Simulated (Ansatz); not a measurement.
Several settings on one geometry of the cluster AlB₂ (the lowest doublet isomer of a short search) (that of the charge 0 doublet, r2SCAN-D4/def2-TZVP). Ansatz on 4 threads of Arm Neoverse V2 on a shared host; times are rough.

Cartesian coordinates in Å:
```
B 0.429 0.875 -0.195
B -0.130 -0.393 -0.903
Al -0.299 -0.482 1.098
```

Totals from different functionals, basis sets or treatments of relativity can't be compared as stabilities.

DK, ANO-RCC and x2c sets are all-electron and run with scalar relativity unless a key says otherwise. The 6-31G sets use Cartesian d functions.

The spins typed aren't always the lowest for that charge.

Problem. Give the basis size and estimate the energy, ⟨S²⟩ and time of these runs.

```tsv
run	method	charge	state	further keys
1	UKS SVWN5/ANO-RCC-VTZP	0	doublet	scf: {omitted_lower_state_checks: [starts]}
2	RKS ωPBEh/def2-mTZVP	1	singlet	–
3	ROKS PBEsol-D4/6-31G*	0	doublet	scf: {lower_state_search: off}; forces asked
```

Solution. 
| run | functions | energy (Eh) | ⟨S²⟩ | wall time |
| --- | --- | --- | --- | --- |
| 1 | 94 | -290.7838 | 0.76 | 0.65 s |
| 2 | 60 | -291.4388 | – | 0.4 s |
| 3 | 49 | -290.9455 | – | 0.3 s |

The restricted singlet is unstable towards broken spin symmetry in Hartree–Fock (as tested in another run); at RKS ωPBEh/def2-mTZVP this wasn't settled.
